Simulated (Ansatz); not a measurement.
Tuning the range parameter of LC-ωPBE so that −HOMO meets the ionisation energy; basis def2-TZVP, Ansatz. System: (H2Al-mu-H)3 (Al₃H₉). The state is a singlet with charge 0. Geometry: r2SCAN-D4/def2-SVP. The ionised state is a doublet.

Geometry of the singlet:

```xyz
12

Al    0.440    1.412   -0.003
H     0.909    2.909   -0.003
H     1.618    0.187    0.552
H     0.780    0.449   -1.471
Al    0.899   -1.056   -0.512
H    -0.814   -1.131   -1.009
H     1.855   -2.177   -1.052
H     0.026   -1.394    1.013
Al   -1.340   -0.355    0.515
H    -2.764   -0.732    1.055
H    -0.385    0.815    1.468
H    -1.225    1.075   -0.554
```

| ω (1/bohr) | HOMO (eV) | LUMO (eV) | vertical IE (eV) | HOMO + IE (eV) |
| --- | --- | --- | --- | --- |
| 0.1 | -8.01 | -0.93 | 9.38 | 1.37 |
| 0.15 | -8.60 | -0.44 | 9.46 | 0.85 |
| 0.2 | -9.09 | -0.08 | 9.56 | 0.47 |

(1) Estimate the row for 0.3 bohr⁻¹.

(2) Where does the tuning condition hold?

Answers

(1) 
| ω (1/bohr) | HOMO (eV) | LUMO (eV) | vertical IE (eV) | HOMO + IE (eV) |
| --- | --- | --- | --- | --- |
| 0.3 | -9.81 | 0.36 | 9.79 | -0.02 |

(2) Near ω = 0.30 bohr⁻¹, by linear interpolation.
